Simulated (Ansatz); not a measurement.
**Ligand exchange: MgH(OH) + BH(CH3)(SH) → MgH(SH) + BH(CH3)(OH)**

Species: MgH(OH), singlet; BH(CH3)(SH), singlet; MgH(SH), singlet; BH(CH3)(OH), singlet. The partners trade OH for SH: Mg–OH and B–SH bonds give way to Mg–SH and B–OH.

Shapes, held fixed at every level: PBE0-D4/def2-TZVP. Flexible molecules stand in one conformer, not always the lowest. Programs: Ansatz 0.2.0. The zero-point and thermal change to 298 K, harmonic and unscaled (PBE0-D4/def2-TZVP), is +2.2 kJ/mol.

(1) Estimate ΔH(298 K) of this reaction.

## Answers

(1) The highest level, CCSD(T)/def2-TZVPP, gives ΔH(298 K) = -60.3 kJ/mol; the levels span -77.3 to -54.5. The column of differences is taken from that level and isn't an error. No measured value is set beside it here. Correlated rows may include outer-core shells of Mg, which these sets cover unevenly.

| level | kind | ΔH(298 K) (kJ/mol) | less CCSD(T)/def2-TZVPP |
| --- | --- | --- | --- |
| HF/def2-SVP | Hartree–Fock | -77.3 | -17.0 |
| SPW92/def2-TZVPP | LDA | -60.6 | -0.3 |
| BHLYP-D4/def2-TZVPP | global hybrid | -63.6 | -3.3 |
| wB97X-V/def2-TZVPP | range-separated hybrid | -59.4 | +0.9 |
| B2PLYP/def2-TZVPP | double hybrid | -58.8 | +1.5 |
| MP2/def2-TZVPP | perturbation theory | -54.5 | +5.8 |
| CCSD/def2-TZVPP | coupled cluster or CI | -61.8 | -1.5 |
| CCSD(T)/def2-TZVPP | coupled cluster or CI | -60.3 | 0.0 |
